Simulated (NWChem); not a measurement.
System: methyl formate (C2H4O2); SMILES COC=O

Input file for NWChem:

```
start job
memory heap 200 mb stack 900 mb global 1100 mb
geometry units angstroms noautoz
  C     -0.509398    -1.318595     0.002594
  O      0.676406    -0.537951     0.001445
  C      0.503956     0.780578     0.000236
  O     -0.552295     1.343814    -0.000184
  H     -1.115372    -1.111425    -0.891944
  H     -0.189132    -2.366689     0.008631
  H     -1.119780    -1.102316     0.891930
  H      1.496118     1.278758    -0.000275
end
basis spherical
  * library def2-tzvpd
end
dft
  xc xcamb88 1.00 lyp 0.81 vwn_5 0.19 hfexch 1.00
  cam 0.33 cam_alpha 0.19 cam_beta 0.46
  iterations 150
  semidirect filesize 400000000
  mulliken
end
task dft energy
```

Output (shortened):

```
             Northwest Computational Chemistry Package (NWChem) 7.3.0
             --------------------------------------------------------

 C1  symmetry detected

                             Geometry "geometry" -> ""
                             -------------------------

 Output coordinates in angstroms (scale by  1.889725989 to convert to a.u.)

  No.       Tag          Charge          X              Y              Z
 ---- ---------------- ---------- -------------- -------------- --------------
    1 C                    6.0000    -0.51282590    -1.31506279     0.00004090
    2 O                    8.0000     0.67441555    -0.53660583    -0.00007409
    3 C                    6.0000     0.50439703     0.78223945     0.00002997
    4 O                    8.0000    -0.55081364     1.34742223    -0.00002489
    5 H                    1.0000    -1.11823699    -1.10586210    -0.89440564
    6 H                    1.0000    -0.19449401    -2.36375116     0.00507065
    7 H                    1.0000    -1.12298696    -1.09856729     0.88947583
    8 H                    1.0000     1.49747591     1.27858944     0.00022575

 Effective nuclear repulsion energy (a.u.)     122.8400347260

                                 NWChem DFT Module
                                 -----------------

 Summary of "ao basis" -> "ao basis" (spherical)
 ------------------------------------------------------------------------------
       Tag                 Description            Shells   Functions and Types
 ---------------- ------------------------------  ------  ---------------------
 C                         def2-tzvpd               13       37   6s3p3d1f
 O                         def2-tzvpd               14       40   6s4p3d1f
 H                         def2-tzvpd                5        9   3s2p

            General Information
            -------------------
          SCF calculation type: DFT
          Wavefunction type:  closed shell.
          No. of atoms     :     8
          No. of electrons :    32
           Alpha electrons :    16
            Beta electrons :    16
          Charge           :     0
          Spin multiplicity:     1
          Use of symmetry is: off; symmetry adaption is: off
          Maximum number of iterations: 150
          AO basis - number of functions:   190
                     number of shells:    74
          Convergence on energy requested:  1.00D-06
          Convergence on density requested:  1.00D-05
          Convergence on gradient requested:  5.00D-04

              XC Information
              --------------
                     Hartree-Fock (Exact) Exchange  1.000
                   CAM-Becke88 Exchange Functional  1.000
                      VWN V Correlation Functional  0.190 local
              Lee-Yang-Parr Correlation Functional  0.810

           Range-Separation Parameters
           ---------------------------
           Alpha           :  0.19
           Beta            :  0.46
           Gamma           :  0.33
           Short-Range HF  :     F

             Grid Information
             ----------------
          Grid used for XC integration:  medium
          Radial quadrature: Mura-Knowles
          Angular quadrature: Lebedev.
          Tag              B.-S. Rad. Rad. Pts. Rad. Cut. Ang. Pts.
          ---              ---------- --------- --------- ---------
          C                   0.70       49          11.0       434
          O                   0.60       49          11.0       434
          H                   0.35       45          12.0       434
          Grid pruning is: on
          Number of quadrature shells:   376
          Spatial weights used:  Erf1

      Superposition of Atomic Density Guess
      -------------------------------------

 Sum of atomic energies:        -226.91075678

      Non-variational initial energy
      ------------------------------

 Total energy =    -228.823043
 1-e energy   =    -552.512556
 2-e energy   =     200.849479
 HOMO         =      -0.398354
 LUMO         =       0.020028

     ---------------------------------------------
      Total Density - Mulliken Population Analysis
     ---------------------------------------------

    Atom       Charge   Shell Charges
 -----------   ------   -------------------------------------------------------
    1 C    6     6.26   0.86  1.12  0.54  0.67  0.09 -0.00  1.14  1.26  0.50  0.02  0.06  0.01  0.01
    2 O    8     8.36   0.79  1.18  0.59  0.94  0.23 -0.01  1.90  2.08  0.62  0.00  0.00  0.03  0.01  0.00
    3 C    6     5.24   0.86  1.12  0.53  0.55  0.17  0.03  0.91  0.80  0.09  0.05  0.11  0.00  0.02
    4 O    8     8.81   0.79  1.18  0.61  0.95  0.32  0.00  2.02  2.10  0.79  0.02  0.00  0.02  0.00  0.00
    5 H    1     0.82   0.25  0.46  0.08  0.02  0.01
    6 H    1     0.86   0.25  0.46  0.10  0.02  0.03
    7 H    1     0.82   0.25  0.46  0.09  0.02  0.01
    8 H    1     0.83   0.24  0.46  0.10  0.02  0.00

   convergence    iter        energy       DeltaE   RMS-Dens  Diis-err
 ---------------- ----- ----------------- --------- --------- ---------
 d= 0,ls=0.0,diis     1   -228.9465697469 -3.52D+02  6.49D-03  1.32D+00
 d= 0,ls=0.0,diis     2   -228.8762152930  7.04D-02  2.89D-03  2.25D+00
 d= 0,ls=0.0,diis     3   -229.0643659971 -1.88D-01  6.98D-04  8.38D-02
 d= 0,ls=0.0,diis     4   -229.0692939562 -4.93D-03  2.86D-04  2.63D-02
 d= 0,ls=0.0,diis     5   -229.0713940779 -2.10D-03  5.97D-05  6.80D-04
  Resetting Diis
 d= 0,ls=0.0,diis     6   -229.0714519825 -5.79D-05  2.35D-05  3.41D-05
 d= 0,ls=0.0,diis     7   -229.0714565124 -4.53D-06  6.66D-06  1.58D-06
 d= 0,ls=0.0,diis     8   -229.0714565533 -4.09D-08  2.80D-06  2.31D-06

         Total DFT energy =     -229.071456553280
      One electron energy =     -555.267069214210
           Coulomb energy =      232.787045889252
    Exchange-Corr. energy =      -29.431467954316
 Nuclear repulsion energy =      122.840034725994

 Numeric. integr. density =       32.000003366709

                       DFT Final Molecular Orbital Analysis
                       ------------------------------------

 Vector   14  Occ=2.000000D+00  E=-4.391194D-01
              MO Center=  9.8D-02, -6.7D-01,  1.8D-03, r^2= 2.4D+00
   Bfn.  Coefficient  Atom+Function         Bfn.  Coefficient  Atom+Function
  ----- ------------  ---------------      ----- ------------  ---------------
    44      0.294425  2 O  px                47      0.240967  2 O  px
     7     -0.207146  1 C  px                42      0.189495  2 O  s
   121      0.158583  4 O  px               165     -0.151000  6 H  s
    10     -0.149473  1 C  px                50      0.141639  2 O  px
    41      0.121089  2 O  s                124      0.113567  4 O  px

 Vector   15  Occ=2.000000D+00  E=-3.867636D-01
              MO Center= -1.7D-02, -6.2D-02, -9.3D-04, r^2= 2.2D+00
   Bfn.  Coefficient  Atom+Function         Bfn.  Coefficient  Atom+Function
  ----- ------------  ---------------      ----- ------------  ---------------
    46      0.358144  2 O  pz                49      0.299757  2 O  pz
   123     -0.265855  4 O  pz                52      0.223038  2 O  pz
   126     -0.216582  4 O  pz                15     -0.179783  1 C  pz
   129     -0.150476  4 O  pz                 9     -0.132234  1 C  pz
   156      0.119022  5 H  s                174     -0.118263  7 H  s

 Vector   16  Occ=2.000000D+00  E=-3.643340D-01
              MO Center= -1.8D-01,  1.1D+00,  5.9D-05, r^2= 1.6D+00
   Bfn.  Coefficient  Atom+Function         Bfn.  Coefficient  Atom+Function
  ----- ------------  ---------------      ----- ------------  ---------------
   122      0.378622  4 O  py               125      0.308101  4 O  py
   128      0.242027  4 O  py               121      0.213400  4 O  px
   124      0.169160  4 O  px                45      0.159198  2 O  py
   183     -0.141041  8 H  s                 48      0.130814  2 O  py
   127      0.115699  4 O  px               166     -0.106696  6 H  s

 Vector   17  Occ=0.000000D+00  E= 2.863032D-02
              MO Center= -2.3D-02, -9.8D-01, -1.6D-03, r^2= 1.3D+01
   Bfn.  Coefficient  Atom+Function         Bfn.  Coefficient  Atom+Function
  ----- ------------  ---------------      ----- ------------  ---------------
    43      6.558369  2 O  s                 83     -4.217806  3 C  s
   120      3.804816  4 O  s                  5     -3.641839  1 C  s
   184     -2.863310  8 H  s                  6     -2.840297  1 C  s
    90      1.518264  3 C  px               103      1.322419  3 C  d -2
   166      1.255167  6 H  s                 91      0.957703  3 C  py

 Vector   18  Occ=0.000000D+00  E= 3.904514D-02
              MO Center=  4.6D-01,  7.5D-01,  4.7D-04, r^2= 3.0D+00
   Bfn.  Coefficient  Atom+Function         Bfn.  Coefficient  Atom+Function
  ----- ------------  ---------------      ----- ------------  ---------------
   157      1.056451  5 H  s                175     -1.047940  7 H  s
    15      0.557586  1 C  pz                55      0.383580  2 O  pz
    86      0.329206  3 C  pz                89      0.327390  3 C  pz
    29      0.298158  1 C  d  1             123     -0.268442  4 O  pz
   126     -0.231217  4 O  pz               129     -0.211845  4 O  pz

 Vector   19  Occ=0.000000D+00  E= 5.243115D-02
              MO Center=  5.0D-01, -3.2D-02,  5.7D-04, r^2= 1.4D+01
   Bfn.  Coefficient  Atom+Function         Bfn.  Coefficient  Atom+Function
  ----- ------------  ---------------      ----- ------------  ---------------
    83      5.947241  3 C  s                 82      4.552550  3 C  s
   166      4.053639  6 H  s                  6     -3.944221  1 C  s
   184     -3.790060  8 H  s                  5     -3.209810  1 C  s
   120     -2.121568  4 O  s                 43     -1.800868  2 O  s
    54     -1.534405  2 O  py                14      1.172582  1 C  py

     ---------------------------------------------
      Total Density - Mulliken Population Analysis
     ---------------------------------------------

    Atom       Charge   Shell Charges
 -----------   ------   -------------------------------------------------------
    1 C    6     6.54   0.85  1.12  0.52  0.63  0.25 -0.00  1.32  1.14  0.62  0.02  0.06  0.01  0.01
    2 O    8     8.28   0.79  1.18  0.59  0.90  0.33  0.02  1.92  1.88  0.63 -0.00  0.00  0.04 -0.00  0.00
    3 C    6     5.84   0.86  1.11  0.55  0.54  0.20  0.01  1.26  0.91  0.11  0.06  0.17  0.02  0.02
    4 O    8     8.43   0.79  1.18  0.61  0.87  0.43  0.07  1.91  1.75  0.77  0.03  0.00  0.02  0.00  0.00
    5 H    1     0.73   0.27  0.47 -0.05  0.02  0.02
    6 H    1     0.75   0.28  0.48 -0.04  0.02  0.02
    7 H    1     0.73   0.27  0.47 -0.05  0.02  0.01
    8 H    1     0.69   0.27  0.48 -0.07  0.02 -0.00

     -------------------------------------------
      Total Density - Lowdin Population Analysis
     -------------------------------------------

    Atom       Charge   Shell Charges
 -----------   ------   -------------------------------------------------------
    1 C    6     6.07   0.91  1.04  0.33  0.26  0.12  0.07  1.11  1.21  0.40  0.03  0.32  0.22  0.06
    2 O    8     8.07   0.87  1.08  0.49  0.47  0.20  0.08  1.75  1.77  0.68  0.13  0.00  0.09  0.44  0.01
    3 C    6     6.38   0.91  1.03  0.33  0.24  0.12  0.07  1.06  1.02  0.34  0.09  0.70  0.32  0.14
    4 O    8     7.93   0.87  1.09  0.51  0.53  0.26  0.08  1.73  1.77  0.73  0.12  0.00  0.06  0.18  0.01
    5 H    1     0.90   0.24  0.34  0.11  0.05  0.15
    6 H    1     0.90   0.25  0.34  0.12  0.05  0.15
    7 H    1     0.90   0.24  0.34  0.11  0.05  0.15
    8 H    1     0.85   0.24  0.33  0.12  0.05  0.11

     Multipole analysis of the density
     ---------------------------------

     L   x y z        total         alpha         beta         nuclear
     -   - - -        -----         -----         ----         -------
     0   0 0 0     -0.000000    -16.000000    -16.000000     32.000000

     1   1 0 0      0.312382      0.156191      0.156191      0.000000
     1   0 1 0     -0.702377     -0.351188     -0.351188      0.000000
     1   0 0 1      0.000195      0.000098      0.000098      0.000000

     2   2 0 0    -17.889775    -33.874688    -33.874688     49.859601
     2   1 1 0      3.529356     -2.566736     -2.566736      8.662827
     2   1 0 1     -0.000058     -0.000590     -0.000590      0.001123
     2   0 2 0    -18.174744    -81.450640    -81.450640    144.726536
     2   0 1 1     -0.000319     -0.000357     -0.000357      0.000396
     2   0 0 2    -17.343066    -11.512591    -11.512591      5.682115
```

Level: CAM-B3LYP/def2-TZVPD. Structure relaxed at the PBE0/def2-SVP level.
